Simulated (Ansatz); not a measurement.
CCl4, singlet in cc-pV(D+d)Z: errors against RCCSDT(Q)

Geometry: MP2(full)/6-31G*, from the G2/97 set.

```tsv
atom	x (Å)	y (Å)	z (Å)
C	0.0000	0.0000	0.0000
Cl	1.0213	1.0213	1.0213
Cl	-1.0213	-1.0213	1.0213
Cl	-1.0213	1.0213	-1.0213
Cl	1.0213	-1.0213	-1.0213
```

Basis cc-pV(D+d)Z; Ansatz 0.2.0. Correlated methods freeze the noble-gas cores, which leaves 32 electrons in 85 orbitals. R marks a restricted (for open shells ROHF) determinant. Active spaces: frontier = (8e, 8o) about the gap.

Full CI isn't at hand for all of this; RCCSDT(Q) serves as the reference, and is uncertain by about the last step of the cluster series.

- UHF ⟨S²⟩: 0.000
- T1 diagnostic (RCCSD): 0.0094
- largest doubles amplitude (RCCSD): 0.039

| level | E − E(RCCSDT(Q)) (kJ/mol) | share of correlation (%) | wall time |
| --- | --- | --- | --- |
| RHF | 2024.4 | 0.00 | – |
| RMP2 | 187.4 | 90.74 | – |
| CISD | 426.9 | 78.91 | 2.4 min |
| RCCSD | 68.1 | 96.64 | – |
| RCCSD(T) | 7.1 | 99.65 | 8 s |
| BCCD(T) | 6.4 | 99.68 | 3.7 s (H100) |
| RCCSDT | 5.2 | 99.74 | – |
| CASSCF (frontier space) | 1763.7 | 12.88 | – |
| NEVPT2 (frontier space) | 233.7 | 88.45 | 3.8 s (H100) |
| MRCISD (frontier space) | 332.6 | 83.57 | – |
| MRCISD+Q (frontier space) | 66.2 | 96.73 | 4.5 s (H100) |
| MRCISD+Q(relaxed) (frontier space) | 64.6 | 96.81 | 5.5 s (H100) |

The correlation energy at RCCSDT(Q), counted from RHF, is -20.982 eV. That run took 35 s on 5 threads of AMD EPYC 7R13 with a whole H100 80 GB, shared host.

Times hold each run's SCF and search for its determinant on a shared host, so for small cases they say little of a method's own cost; rows without a card ran on 1 thread of AMD EPYC 7R13.

Atomization energy (electronic, same basis, no zero-point term; atoms at the same level, unrestricted beside the R rows where the molecule is a closed shell, with restricted open-shell steps beyond CCSDT(Q)) at RCCSDT(Q): 1149.9 kJ/mol. Errors of other levels:

```tsv
level	error (kJ/mol)
RHF	-432.4
RMP2	86.2
CISD	-357.0
RCCSD	-44.7
RCCSD(T)	-1.9
BCCD(T)	-0.9
RCCSDT	-3.6
```

This basis is far from its limit, so the value isn't to be set against a measured one. Truncated CI isn't size-consistent, which counts against it in atomization.
